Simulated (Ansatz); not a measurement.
Nudged elastic band run: C2H5N

Input:

```yaml
crystal:
  periodic: [false, false, false]
  atoms:
    - { symbol: C, position_ang: [-0.717638, 0.757313, -0.790045] }
    - { symbol: "N", position_ang: [0.45055, 0.315881, -0.563418] }
    - { symbol: C, position_ang: [0.628759, -0.570996, 0.568363] }
    - { symbol: H, position_ang: [-1.599407, 0.499045, -0.168653] }
    - { symbol: H, position_ang: [-0.8807, 1.43038, -1.640749] }
    - { symbol: H, position_ang: [-0.304493, -0.773587, 1.131163] }
    - { symbol: H, position_ang: [1.049218, -1.524056, 0.212601] }
    - { symbol: H, position_ang: [1.373722, -0.133989, 1.250737] }
basis:
  gaussian: { orbitals: def2-TZVP }
hamiltonian:
  xc: pbe
  dispersion: d4
neb:
  order_check: false
  images: 5
  f_tol: 0.05
  max_iterations: 60
  final_atoms:
    - { symbol: C, position_ang: [-1.31374943, 0.83528948, -0.71105832] }
    - { symbol: "N", position_ang: [-0.07186197, 0.44969456, -0.57835013] }
    - { symbol: C, position_ang: [0.55194286, -0.44126, 0.41933579] }
    - { symbol: H, position_ang: [-1.87879247, 0.3422881, 0.12183618] }
    - { symbol: H, position_ang: [0.59952476, 0.80841041, -1.26476716] }
    - { symbol: H, position_ang: [-0.22778401, -0.77516291, 1.11397952] }
    - { symbol: H, position_ang: [1.00427997, -1.31379911, -0.07554693] }
    - { symbol: H, position_ang: [1.33645129, 0.09453047, 0.97457004] }
  initial_path:
    images:
      - { positions_ang: [[-0.717638, 0.757313, -0.790045], [0.45055, 0.315881, -0.563418], [0.628759, -0.570996, 0.568363], [-1.599407, 0.499045, -0.168653], [-0.8807, 1.43038, -1.640749], [-0.304493, -0.773587, 1.131163], [1.049218, -1.524056, 0.212601], [1.373722, -0.133989, 1.250737]] }
      - { positions_ang: [[-0.80603352, 0.69450486, -0.8045715], [0.3596132, 0.40377326, -0.49835348], [0.6168355, -0.52386685, 0.56868431], [-1.65181487, 0.276954, -0.30697222], [-0.64043189, 1.46116564, -1.50308777], [-0.21608727, -0.65965544, 1.24104885], [0.88194351, -1.49132749, 0.18275113], [1.45598634, -0.16155699, 1.12049967]] }
      - { positions_ang: [[-0.89442904, 0.63169672, -0.81909799], [0.2686764, 0.49166552, -0.43328897], [0.60491201, -0.4767377, 0.56900561], [-1.70422274, 0.05486301, -0.44529143], [-0.40016379, 1.49195129, -1.36542653], [-0.12768153, -0.54572387, 1.35093471], [0.71466903, -1.45859898, 0.15290126], [1.53825067, -0.18912499, 0.99026234]] }
      - { positions_ang: [[-0.98282456, 0.56888859, -0.83362449], [0.1777396, 0.57955778, -0.36822445], [0.59298851, -0.42960855, 0.56932692], [-1.75663061, -0.16722799, -0.58361065], [-0.15989568, 1.52273693, -1.2277653], [-0.0392758, -0.43179231, 1.46082056], [0.54739454, -1.42587047, 0.12305139], [1.62051501, -0.21669298, 0.86002501]] }
      - { positions_ang: [[-1.09313285, 0.65768888, -0.7927691], [0.09453907, 0.53627004, -0.43826634], [0.57930663, -0.43349237, 0.51932988], [-1.79735123, 0.00261071, -0.3484617], [0.09324447, 1.28462809, -1.24009925], [-0.10211187, -0.54624917, 1.34520688], [0.69968968, -1.38851335, 0.05685195], [1.5258271, -0.11295183, 0.89820669]] }
      - { positions_ang: [[-1.20344114, 0.74648918, -0.75191371], [0.01133855, 0.4929823, -0.50830824], [0.56562474, -0.43737619, 0.46933283], [-1.83807185, 0.17244941, -0.11331276], [0.34638461, 1.04651925, -1.2524332], [-0.16494794, -0.66070604, 1.2295932], [0.85198483, -1.35115623, -0.00934749], [1.43113919, -0.00921068, 0.93638836]] }
      - { positions_ang: [[-1.31374943, 0.83528948, -0.71105832], [-0.07186197, 0.44969456, -0.57835013], [0.55194286, -0.44126, 0.41933579], [-1.87879247, 0.3422881, 0.12183618], [0.59952476, 0.80841041, -1.26476716], [-0.22778401, -0.77516291, 1.11397952], [1.00427997, -1.31379911, -0.07554693], [1.33645129, 0.09453047, 0.97457004]] }
```

Command:

```bash
$ ansatz run input.yaml --threads 2 --pin off --max-ram 3072MiB --backend cpu --events-out ev --progress --plain --runs-dir out
```

Output, in part (warnings, iteration lines, the closing report on the highest movable image, with atoms numbered from 0):

```
NEB end point (image 0): max|allowed force component| = 1.262e-2 eV/Å (the criterion of neb.relax_end_points is 1.000e-2)
NEB end point (image 6): max|allowed force component| = 2.304e-3 eV/Å (the criterion of neb.relax_end_points is 1.000e-2)
NEB iter   1: max|band force component| = 4.128e0 eV/Å  barrier→ = 3.5856 eV  barrier← = 2.0099 eV  Δτ_max = 0.1991 Å  (196 SCF iters)
NEB iter   2: max|band force component| = 2.020e0 eV/Å  barrier→ = 3.1046 eV  barrier← = 1.5289 eV  Δτ_max = 0.1916 Å  (156 SCF iters)
NEB iter   3: max|band force component| = 2.058e0 eV/Å  barrier→ = 3.1672 eV  barrier← = 1.5914 eV  Δτ_max = 0.1004 Å  (156 SCF iters)
NEB iter   4: max|band force component| = 1.101e0 eV/Å  barrier→ = 3.1551 eV  barrier← = 1.5794 eV  Δτ_max = 0.0997 Å  (151 SCF iters)
NEB iter   5: max|band force component| = 6.465e-1 eV/Å  barrier→ = 3.2367 eV  barrier← = 1.6609 eV  Δτ_max = 0.1005 Å  (148 SCF iters)
NEB iter   6: max|band force component| = 1.195e0 eV/Å  barrier→ = 3.1892 eV  barrier← = 1.6135 eV  Δτ_max = 0.0500 Å  (149 SCF iters)
NEB iter   7: max|band force component| = 8.147e-1 eV/Å  barrier→ = 3.1628 eV  barrier← = 1.5871 eV  Δτ_max = 0.0500 Å  (153 SCF iters)
NEB iter   8: max|band force component| = 5.703e-1 eV/Å  barrier→ = 3.1591 eV  barrier← = 1.5834 eV  Δτ_max = 0.0990 Å  (152 SCF iters)
NEB iter   9: max|band force component| = 1.848e0 eV/Å  barrier→ = 3.0845 eV  barrier← = 1.5088 eV  CI = image 4  Δτ_max = 0.0996 Å  (152 SCF iters)
NEB iter  10: max|band force component| = 1.529e0 eV/Å  barrier→ = 3.2308 eV  barrier← = 1.6550 eV  CI = image 4  Δτ_max = 0.1239 Å  (148 SCF iters)
NEB iter  11: max|band force component| = 1.355e0 eV/Å  barrier→ = 3.4335 eV  barrier← = 1.8578 eV  CI = image 4  Δτ_max = 0.0889 Å  (150 SCF iters)
NEB iter  12: max|band force component| = 9.504e-1 eV/Å  barrier→ = 3.3562 eV  barrier← = 1.7804 eV  CI = image 4  Δτ_max = 0.0347 Å  (150 SCF iters)
NEB iter  13: max|band force component| = 2.226e-1 eV/Å  barrier→ = 3.3520 eV  barrier← = 1.7763 eV  CI = image 4  Δτ_max = 0.0076 Å  (152 SCF iters)
NEB iter  14: max|band force component| = 1.017e-1 eV/Å  barrier→ = 3.3517 eV  barrier← = 1.7760 eV  CI = image 4  Δτ_max = 0.0071 Å  (157 SCF iters)
NEB iter  15: max|band force component| = 4.590e-2 eV/Å  barrier→ = 3.3515 eV  barrier← = 1.7758 eV  CI = image 4  Δτ_max = 0.0000 Å  (402 SCF iters)
Total energy: -3637.99662248 eV, -133.6939099533 hartree
Atom 0 at    -1.101197     0.777232    -0.763827 Å, force     0.018836    -0.002379     0.001201 eV/Å
Atom 1 at     0.137907     0.433503    -0.504579 Å, force    -0.028986     0.003782     0.001246 eV/Å
Atom 2 at     0.634010    -0.488199     0.526607 Å, force     0.008387    -0.003180     0.003962 eV/Å
Atom 3 at    -1.917944     0.343496    -0.124142 Å, force    -0.008526     0.000612     0.000005 eV/Å
Atom 4 at    -0.014789     1.090789    -1.484852 Å, force     0.010361    -0.006157     0.004743 eV/Å
Atom 5 at    -0.228869    -0.831382     1.126136 Å, force     0.000305     0.001604    -0.002305 eV/Å
Atom 6 at     1.127739    -1.349010     0.054685 Å, force    -0.000581     0.002464    -0.004827 eV/Å
Atom 7 at     1.363154     0.023561     1.169970 Å, force     0.000205     0.003254    -0.004024 eV/Å
Dipole moment:     0.254357    -0.282020     0.255046 e Å
```

The forces met the threshold. Neighbouring images differ by up to 1.5 eV, so the band resolves the path poorly. A vibrational analysis at the climbing image gives one clearly imaginary mode, 1873i cm⁻¹: a first-order saddle point. The orbitals stay closed-shell, which can raise the energy where a bond breaks towards radicals; this wasn't checked here.

Final band (atoms are numbered from 1 in the order of the input):

```json
{"image": "0", "path coordinate (Å)": "0.00", "energy (eV)": "0.00", "C1–H5 (Å)": "1.10", "N2–H5 (Å)": "2.04"}
{"image": "1", "path coordinate (Å)": "0.32", "energy (eV)": "0.15", "C1–H5 (Å)": "1.09", "N2–H5 (Å)": "1.92"}
{"image": "2", "path coordinate (Å)": "0.64", "energy (eV)": "0.93", "C1–H5 (Å)": "1.09", "N2–H5 (Å)": "1.70"}
{"image": "3", "path coordinate (Å)": "0.97", "energy (eV)": "2.40", "C1–H5 (Å)": "1.16", "N2–H5 (Å)": "1.44"}
{"image": "4", "path coordinate (Å)": "1.29", "energy (eV)": "3.35", "C1–H5 (Å)": "1.34", "N2–H5 (Å)": "1.19"}
{"image": "5", "path coordinate (Å)": "1.73", "energy (eV)": "2.22", "C1–H5 (Å)": "1.70", "N2–H5 (Å)": "1.03"}
{"image": "6", "path coordinate (Å)": "2.17", "energy (eV)": "1.58", "C1–H5 (Å)": "1.99", "N2–H5 (Å)": "1.02"}
```

Time of the run: 63 s on 2 threads of AMD EPYC 7R13 Processor (Zen 3), on a shared host, peak memory 0.19 GiB.
